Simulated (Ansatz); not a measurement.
# SiNH₅ (singlet): wave-function methods side by side at twist about Si1–N2 = 73.1°, cc-pVDZ

How much of the correlation energy of SiNH₅ (singlet) does each wave-function method recover here?

Method: cc-pVDZ, core rule «outside noble gas», up to 6 orbitals frozen; program: Ansatz 0.2.0, Gaussian basis.

Plan: UHF; CCSD(T) on RHF; BCCD(T) on RHF; CISD; CCSDT(Q) on RHF; CASSCF and NEVPT2, 2 electrons in 2 orbitals; CASSCF and NEVPT2, 8 electrons in 8 orbitals.

16 further runs of the same task are left out: 13 that didn't finish, 3 set aside as unsound or not needed.

**1. The geometry**

The geometry derives from a PBE0/def2-TZVP stationary point (not a proven minimum). One half is turned about the bond named; the halves are rigid.

7 atoms, charge 0, spin multiplicity 1.

Atoms are counted from 1 here; the program's logs count them from 0.

Bond lengths: Si1–N2 1.720 Å, Si1–H3 1.486 Å, Si1–H4 1.486 Å, Si1–H5 1.494 Å, N2–H6 1.007 Å, N2–H7 1.007 Å. Angles: N2–Si1–H3 107.9°, N2–Si1–H4 107.9°, N2–Si1–H5 116.0°, H3–Si1–H4 110.5°, H3–Si1–H5 107.3°, H4–Si1–H5 107.3°, Si1–N2–H6 119.6°, Si1–N2–H7 119.6°, H6–N2–H7 110.6°.

**2. UHF**

in.yaml

```yaml
crystal:
  periodic: [false, false, false]
  atoms:
    - {symbol: Si, position_ang: [-0.019956, -0.011622, 0.572281]}
    - {symbol: N, position_ang: [0.045240, -0.011622, -1.146853]}
    - {symbol: H, position_ang: [0.675664, -1.232307, 1.055501]}
    - {symbol: H, position_ang: [0.675662, 1.209063, 1.055501]}
    - {symbol: H, position_ang: [-1.387138, -0.011623, 1.174922]}
    - {symbol: H, position_ang: [-0.810367, 0.019312, -1.677557]}
    - {symbol: H, position_ang: [0.773588, 0.500901, -1.617487]}
basis:
  gaussian: {orbitals: cc-pVDZ}
magnetization: {spin_polarized: true, initial_magnetization: 0}
hamiltonian: {xc: hf}
output: {orbitals: {seedname: orbitals}}
```

The run is started by

```console
$ ansatz run in.yaml --threads 1 --pin off --events-out ev --progress --plain --max-ram 2393MiB
```

The runs that follow: CCSD(T) on RHF; BCCD(T) on RHF; CISD; CCSDT(Q) on RHF; CASSCF and NEVPT2, 2 electrons in 2 orbitals; CASSCF and NEVPT2, 8 electrons in 8 orbitals.

Before running them: what should the planned runs give, taken together? Wanted: RCCSDT(Q) below the RHF energy; RMP2 from RCCSDT(Q); RCCSD from RCCSDT(Q); RCCSD(T) from RCCSDT(Q); NEVPT2 pair from RCCSDT(Q); NEVPT2 frontier from RCCSDT(Q); T1 diagnostic.

**Answer**, as computed:

| quantity | value |
| --- | --- |
| RCCSDT(Q) below the RHF energy | -8.8338 eV |
| RMP2 from RCCSDT(Q) | +112.7 kJ/mol |
| RCCSD from RCCSDT(Q) | +20.8 kJ/mol |
| RCCSD(T) from RCCSDT(Q) | +3.1 kJ/mol |
| NEVPT2 pair from RCCSDT(Q) | +115.3 kJ/mol |
| NEVPT2 frontier from RCCSDT(Q) | +133.0 kJ/mol |
| levels within 1 kcal/mol (43 meV) | RCCSD(T), BCCD(T), RCCSDT |
| T1 diagnostic | 0.010 |

What this shows: RCCSD(T) lands +3.1 kJ/mol from the yardstick (0.4 % of the correlation energy). Of the multireference levels listed NEVPT2 pair comes nearest in total energy (+115.3 kJ/mol), which doesn't show that its space is the better one. These misses are within one basis, not against nature.
